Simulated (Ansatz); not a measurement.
Relaxation of CH₆AlF (9 atoms, charge 0, multiplicity 1), to a largest force component of 0.03 eV/Å in at most 50 steps.

Computed with Ansatz 0.2.0, RKS PBE0/def2-SVP.

```xyz
9
Properties=species:S:1:pos:R:3
Al 0.020 -0.233 0.005
F 0.023 -0.326 1.688
C 1.697 -0.088 -0.950
H 2.082 -1.062 -1.297
H 1.572 0.551 -1.843
H 2.480 0.363 -0.317
H -1.410 -0.260 -0.662
H 0.080 2.365 0.923
H 0.038 1.774 1.338
```

Where does it end, and by what steps?

The forces met the threshold. After 5 steps the energy has fallen by 0.103 eV; H8 moved furthest, 0.43 Å.

| step | energy less start (eV) | largest force component (eV/Å) | accepted |
| --- | --- | --- | --- |
| 0 | 0.0000 | 1.298 | yes |
| 1 | -0.0512 | 0.630 | yes |
| 2 | -0.0763 | 0.621 | yes |
| 3 | -0.0906 | 0.313 | yes |
| 4 | -0.1002 | 0.099 | yes |
| 5 | -0.1027 | 0.030 | yes |

```xyz
9
Properties=species:S:1:pos:R:3
Al 0.036 -0.139 0.099
F 0.097 -0.534 1.731
C 1.700 -0.024 -0.897
H 1.960 -1.008 -1.325
H 1.625 0.677 -1.746
H 2.547 0.288 -0.265
H -1.415 -0.104 -0.535
H 0.024 2.132 0.568
H 0.009 1.796 1.255
```

The run took 14 s on 1 thread of Arm Neoverse V2, on a shared host, peak memory 0.13 GiB.
